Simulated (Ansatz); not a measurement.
Total energies of C₃H₈OS, SMILES `COC(C)S`.

```xyz
13

C    -1.9188   -0.3495    0.1756
O    -0.6191   -0.1558    0.6749
C     0.3076    0.2646   -0.2746
C     1.5477    0.7128    0.4587
S     0.6808   -1.0002   -1.5514
H    -2.3159    0.5763   -0.2619
H    -2.5437   -0.6422    1.0185
H    -1.9379   -1.1374   -0.5850
H    -0.1066    1.0904   -0.8726
H     1.9693   -0.1196    1.0259
H     1.2916    1.5094    1.1609
H     2.2980    1.0759   -0.2427
H     1.3470   -1.8247   -0.7262
```

The species carries charge 0 and has multiplicity 1. Geometry: relaxed with PBE0-D4/def2-TZVP. It is one conformer, not always the lowest. Basis def2-TZVPP, Ansatz.

RPA on PBE orbitals: Hartree–Fock energy of these orbitals -590.67027 Eh, correlation -1.55964 Eh (frozen core).

```csv
functional,energy without D4 (Eh),D4 term (kJ/mol)
LDA (SPW92),-589.59088,–
BLYP,-592.53900,-56.8
r2SCAN,-592.48705,-6.5
PBE0,-592.26038,-21.4
r2SCANh,-592.47620,-6.8
BHLYP,-592.50758,-28.8
CAM-B3LYP,-592.54369,-21.5
LC-ωPBE,-592.39848,–
ωB97M-V,-592.51108,–
B2PLYP,-592.33463,–
```

(1) Give the same for PBE, revPBE, B97M-V, B3LYP, r2SCAN0, HSE06 (plane-wave form), ωB97X-V, PBE-QIDH. (An estimate is asked.)

B3LYP takes the VWN-RPA correlation (the form of Gaussian; ORCA's B3LYP/G). HSE06 is the plane-wave form, built on full-range PBE exchange. The double hybrids freeze the cores in their second-order part.

Results:

(1) The calculation gave: 
```json
{"functional": "PBE", "energy without D4 (Eh)": "-592.20746", "D4 term (kJ/mol)": "-25.5"}
{"functional": "revPBE", "energy without D4 (Eh)": "-592.49043", "D4 term (kJ/mol)": "-85.2"}
{"functional": "B97M-V", "energy without D4 (Eh)": "-592.50488", "D4 term (kJ/mol)": "–"}
{"functional": "B3LYP", "energy without D4 (Eh)": "-592.65153", "D4 term (kJ/mol)": "-40.7"}
{"functional": "r2SCAN0", "energy without D4 (Eh)": "-592.46115", "D4 term (kJ/mol)": "-7.5"}
{"functional": "HSE06 (plane-wave form)", "energy without D4 (Eh)": "-592.24213", "D4 term (kJ/mol)": "-19.8"}
{"functional": "ωB97X-V", "energy without D4 (Eh)": "-592.50901", "D4 term (kJ/mol)": "–"}
{"functional": "PBE-QIDH", "energy without D4 (Eh)": "-592.14929", "D4 term (kJ/mol)": "–"}
```

LC-ωPBE has ω = 0.4 bohr⁻¹.
